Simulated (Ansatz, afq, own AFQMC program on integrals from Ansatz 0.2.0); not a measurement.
**C₂H₆ClFOSi, singlet in def2-SVP, levels against AFQMC with the constraint released**

```csv
atom,x (Å),y (Å),z (Å)
C,1.2063,-1.1732,-0.9713
C,0.6928,0.0753,-0.2973
O,-0.6993,-0.0545,-0.0610
Si,-1.6489,0.8320,0.9229
F,-1.8039,2.3405,0.3687
Cl,-0.7989,0.9960,2.7856
H,0.6842,-1.3421,-1.9246
H,2.2835,-1.0820,-1.1761
H,1.0470,-2.0538,-0.3315
H,0.8713,0.9608,-0.9322
H,1.2184,0.2448,0.6594
H,-2.9754,0.2009,0.9913
```

Basis def2-SVP. Only valence electrons are correlated. AFQMC by an in-house program on the Cholesky factors that Ansatz 0.2.0 writes for its CCSD(T) run. The CISD trial takes its coefficients from CCSD amplitudes. Released means that phaseless walkers are propagated on without the constraint, phases kept. Error bars are statistical, one sigma.

Determinant: RHF, the one that the program's search chose, which needn't be the lowest solution. The geometry is a PBE0/def2-SVP stationary point of this or a neighbouring charge and spin state.

No full CI on the walks' own integrals is used here. The released AFQMC energy serves as the reference, which it does only where one determinant dominates, the energy is flat over the last release times and near the phaseless one (40 meV or 2 meV an electron, half that with transition metals). On small molecules, where full CI could be run and the noise was under 10 meV, such values lay within 10 meV of it in 19 cases of 20, a flattering rate, since the rule was set on those same cases; what remains of the bias isn't in the error bar.

Cautions: the released value is read at 0.63 1/Eh with a noise of 22 meV, more than in the cases checked, later times being too noisy (meV from the phaseless value at times in 1/Eh: -19 ± 20 at 0.21, 11 ± 22 at 0.42, -2 ± 22 at 0.63, -20 ± 34 at 0.90).

```
T1 diagnostic                               : 0.0104
weight of the determinant in the CISD state : 0.761
size of the correlated space                : 38 electrons in 108 orbitals
```

Reference: AFQMC with the constraint released, correlation energy -25.990 ± 0.022 eV.

```
        level  E − E(reference) (kJ/mol)  share of correlation (%)
           HF               2507.6 ± 2.1                      0.00
          MP2                204.3 ± 2.1                     91.85
         CCSD                 62.7 ± 2.1                     97.50
      CCSD(T)                  7.1 ± 2.1                     99.72
ph-AFQMC/CISD                  0.2 ± 2.4                     99.99
```

Released energies are given only where the last usable release times agree within the noise; a slower fall can still hide under it.
